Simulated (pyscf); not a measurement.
Thermochemistry of product channels of F–MoH(F)(F)(F)–F + H atom (H•) on the doublet surface, in kJ/mol, from ωB97M-D3(BJ)/def2-TZVP energies (ideal gas, 1 atm, RRHO with modes under 100 cm⁻¹ raised to 100, one conformer, R ln 2 for chiral ones without a mode under 150 cm⁻¹). Structures and frequencies: ωB97X-D3(BJ)/def2-SVP in PySCF.

| products | ΔE | ΔH(298 K) | ΔG(298 K) | ΔG(1200 K) |
|---|---|---|---|---|
| [F–Mo(F)(F)(F)–F]• + hydrogen (H₂) | -324.4 | -320.7 | -329.1 | -354.4 |
| hydrogen fluoride (HF) + [F–MoH(F)(F)–F]• | (withheld) | -245.9 | -259.8 | -294.6 |

### Question
Some entries are withheld; supply them.

### Answer

- hydrogen fluoride (HF) + [F–MoH(F)(F)–F]•, ΔE: -259.6

These are energies of the channels, which say nothing of barriers. Open-shell species with a d-block atom are single-reference here; other states, and whether the spin sits on metal or ligand, were not checked. Elements past Kr carry the def2 core potentials, without spin-orbit coupling.
